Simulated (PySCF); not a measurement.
## Bond curve of SiS⁺

Set-up: Si aug-pcseg-1, S aug-pcseg-1; no relativity (PySCF 2.14). Energies in eV from Si⁺ + S in their ground configurations at the same level. All curves are PBE0. state 1: ²Π (doublet), unpaired electrons π ↑; state 2: ²Σ⁺ (doublet), unpaired electrons σ ↑, a second solution, started from another occupation; state 3: quartet, unpaired electrons σ ↑, π ↑↑, a mixture of terms (⟨Lz²⟩ = 2.0), a second solution, started from another occupation.

| R (Å) | state 1 | state 2 | state 3 |
| --- | --- | --- | --- |
| 1.796 | -2.673 | -3.543 | 0.246 |
| 1.880 | -3.372 | -3.800 | -0.505 |
| 1.964 | -3.753 | -3.796 | -0.943 |
| 2.026 | -3.886 | -3.680 | -1.126 |
| 2.089 | -3.922 | -3.498 | -1.220 |
| 2.152 | -3.883 | -3.272 | -1.251 |
| 2.235 | -3.748 | -2.932 | -1.226 |
| 2.340 | -3.486 | -2.480 | -1.137 |
| 2.465 | -3.096 | -1.945 | -0.997 |
| 2.632 | -2.533 | -1.317 | -0.813 |

**Question.** Put a parabola through the three lowest points of the state 1 curve and estimate Re, k and ωe (reduced mass 14.92 u; 1 eV/Å² = 0.16022 mdyn/Å; ωe = 1302.8·√(k/μ) cm⁻¹).

**Answer.** Through R = 2.026, 2.089, 2.152 Å the second-order coefficient is 9.45 eV/Å², so Re ≈ 2.088 Å, k ≈ 3.03 mdyn/Å and ωe ≈ 587 cm⁻¹. A polynomial fit of higher order to the unrounded PBE0 energies gives Re = 2.085 Å, k = 3.06 mdyn/Å, ωe = 590 cm⁻¹; anharmonicity and rounding make the difference.

The higher-order fit for each curve: state 1: Re = 2.085 Å, ωe = 590 cm⁻¹, De = 3.92 eV; state 2: Re = 1.919 Å, ωe = 742 cm⁻¹, minimum 3.82 eV below the ground-state fragments; state 3: Re = 2.160 Å, ωe = 437 cm⁻¹, minimum 1.25 eV below the ground-state fragments.

⟨S²⟩ of the unrestricted solution departs from its pure value on part of the curve, where spin states mix. For an ion De counts to the pair picked by the measured ionisation energies or electron affinities, which need not be the lowest pair at this level. The state is the lowest determinant that a PBE0 search found; another state may lie lower at other levels.
